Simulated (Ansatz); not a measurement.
**Cs2AgInCl6 (Fm-3m, No. 225): smallest direct gap on the k points sampled by level of theory**

No measured value is used here.

| level (code) | value (eV) |
|---|---|
| LDA (Ansatz) | 0.90 |
| PBEsol (Ansatz) | 1.04 |
| r²SCAN (Ansatz) | 1.74 |
| HSE06+SOC (Ansatz) | [?] |
| PBE0 (Ansatz) | 3.27 |

What belongs in the gaps?


- HSE06+SOC (Ansatz, a quantum-chemistry and plane-wave program), value (eV): 2.55

Computed values are for a static lattice. Levels without +SOC have no spin–orbit coupling; where heavier elements are present it shifts gaps, mostly down, and can invert bands.  Values are at the measured cell. Cutoffs and k meshes differ between the levels. Ansatz's density-functional and Hartree–Fock values are scalar-relativistic unless marked +SOC, with PAW data made under PBE.
